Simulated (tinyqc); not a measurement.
Inside a calculation. Method: Pariser-Parr-Pople SCF with singles CI, for the molecule C1=CN=C1 (SMILES; centres numbered as the heavy atoms are written). One step of it, computed by the program tinyqc.

Problem. Iteration 3: Fock matrix. F_rr = H_rr + P_rr gamma_rr / 2 + sum_(s != r) P_ss gamma_rs; F_rs = H_rs - P_rs gamma_rs / 2; E = tr P (H + F) / 2 + core repulsion sum_(r<s) z_r z_s gamma_rs.

P after iteration 2:
```
           1C        2C         3N        4C
1C   1.480444  0.611502  -0.454398  0.432491
2C   0.611502  0.486006   0.387692  0.458375
3N  -0.454398  0.387692   1.571905  0.557632
4C   0.432491  0.458375   0.557632  0.461645
```

core matrix H (eV):
```
            1C          2C          3N          4C
1C  -32.446081   -2.390000    0.000000   -2.390000
2C   -2.390000  -32.530722   -2.510000    0.000000
3N    0.000000   -2.510000  -35.736721   -2.510000
4C   -2.390000    0.000000   -2.510000  -32.530722
```

repulsion gamma_rs (eV):
```
           1C         2C         3N         4C
1C  11.130000   7.553654   6.178773   7.553654
2C   7.553654  11.130000   7.728974   6.088094
3N   6.178773   7.728974  12.300000   7.728974
4C   7.553654   6.088094   7.728974  11.130000
```

Centres (angstrom, eV; a flat drawing with bonds scaled to 1.40 angstrom):
```
centre          x          y  core charge z          W   gamma_rr
1C       0.990000   0.000000              1  11.160000  11.130000
2C       0.000000   0.990000              1  11.160000  11.130000
3N      -0.990000   0.000000              1  14.100000  12.300000
4C       0.000000  -0.990000              1  11.160000  11.130000
```

Give: F; pi energy.

Solution.

F (eV):
```
        1C      2C      3N      4C
1C  -7.337  -4.700   1.404  -4.023
2C  -4.700  -3.684  -4.008  -1.395
3N   1.404  -4.008  -9.598  -4.665
4C  -4.023  -1.395  -4.665  -3.671
```

pi energy = -54.318 eV
